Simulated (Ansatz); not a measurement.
**Reading a saddle point**

A first-order saddle point of CH4ClO (charge -1), closed shell, PBE0-D4/def2-TZVPD, with one imaginary mode of 299i cm⁻¹:

Cl1  (-2.301, -0.613, 0.814)
C2  (-0.435, -0.188, 0.199)
O3  (1.732, 0.214, -0.448)
H4  (-0.563, -0.182, -0.868)
H5  (-0.268, 0.762, 0.674)
H6  (0.122, -1.016, 0.600)
H7  (1.714, 1.022, -0.971)
(Å)

Ansatz 0.2.0; basis: def2-TZVPPD and def2-QZVPPD; cores frozen in the correlated methods. Extrapolation: Hartree–Fock as exp(−7.88 √X), correlation as X^−2.97.

Problem. Which contacts change along the imaginary mode, and what lies on either side? (A judgement: the text doesn't fix the answer.)

Solution. Computed: The step is [CH₃Cl ([CH3][Cl]) + OH]⁻ → [CH₄O ([CH3][OH]) + Cl]⁻, with the molecules in contact on both sides. Shortening one way: C2–O3; lengthening the same way: Cl1–C2.
| pair | one side (Å) | saddle (Å) | other side (Å) |
| --- | --- | --- | --- |
| C2–O3 | 2.57 | 2.30 | 1.39 |
| Cl1–C2 | 1.86 | 2.01 | 3.56 |

Problem. Which side is lower, and how far does the saddle lie above each? (An estimate is asked for; the value comes from the calculation.)

Solution. Computed: The side with C2–O3 short is lower by 223.1 kJ/mol; the saddle lies 231.1 kJ/mol above it and 7.9 kJ/mol above the other (CCSD(T) at an estimated basis limit (MP2 extrapolated from triple and quadruple zeta, plus CCSD(T) − MP2 in triple zeta); electronic energies).

No T1 diagnostic of these runs exceeds 0.019.

Labels in which every atom is bracketed show which atoms are joined, not bond orders.

For scale, one of the runs: CCSD(T)/def2-TZVPPD, 196 basis functions, launched by `ansatz run in.yaml --threads 2 --pin off --events-out ev --progress --plain --max-ram 4352MiB`. Hardware: 2 CPU threads of an Arm Neoverse V2, shared host. Wall time 62 s; peak host memory 2.3 GiB.
